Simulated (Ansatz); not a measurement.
Task: an active-space calculation of C2H3N, SMILES C1=CN1, with Ansatz 0.2.0, Python API. Give the script and its output. Use: SC-NEVPT2, 6-31G* basis, multiplicity 1.

```xyz
6

C    -0.7189    0.1607   -0.3364
C     0.5279    0.1759   -0.6492
N     0.0913    0.7816    0.4825
H    -1.2657   -0.6793   -0.1487
H     1.1015   -0.7476   -0.7264
H     0.3059    0.2447    1.3319
```

`cas_c2h3n.py`
```python
# -*- coding: utf-8 -*-
"""Active-space calculation on C2H3N."""

import ansatz as az

GEOMETRY = """
C    -0.71890    0.16070   -0.33640
C     0.52790    0.17590   -0.64920
N     0.09130    0.78160    0.48250
H    -1.26570   -0.67930   -0.14870
H     1.10150   -0.74760   -0.72640
H     0.30590    0.24470    1.33190
"""

molecule = az.Crystal.molecule()
for line in GEOMETRY.strip().splitlines():
    symbol, *xyz = line.split()
    molecule = molecule.atom(symbol, [float(v) for v in xyz])

calculation = molecule.calculation().basis(gaussian="6-31G*").correlation(active_electrons=4, active_orbitals=4)
for method in ["sc_nevpt2"]:
    rep = (calculation if method is None else calculation.correlation(method)).run().report
    space = rep["configurations"]
    state = space["states"][0]
    print(method or "casscf", f"total {rep['free_energy_ev'] / 27.211386246:.6f} Ha, active-space state {state['energy']['hartree']:.6f} Ha, mean field {rep['reference_energy_ev'] / 27.211386246:.6f} Ha")
    print("  determinants", state["n_determinants"], " natural occupations", [round(n, 3) for n in space["natural_occupations"]])
```

```console
$ python cas_c2h3n.py
sc_nevpt2 total -132.113924 Ha, active-space state -131.769272 Ha, mean field -131.691353 Ha
  determinants 36  natural occupations [1.979, 1.803, 0.198, 0.021]
```

What to keep in mind:
- Total energies depend on the basis set; only differences at equal settings carry meaning.
- The geometry is a force-field or estimated start, not a minimum of this method, and the basis set is short of its limit. The active space starts as a window about the frontier orbitals and is then optimised, not chosen by chemistry.
- It ran for 1 s on 1 thread of Arm Neoverse V2, with other jobs on the host, peak memory 0.15 GiB.
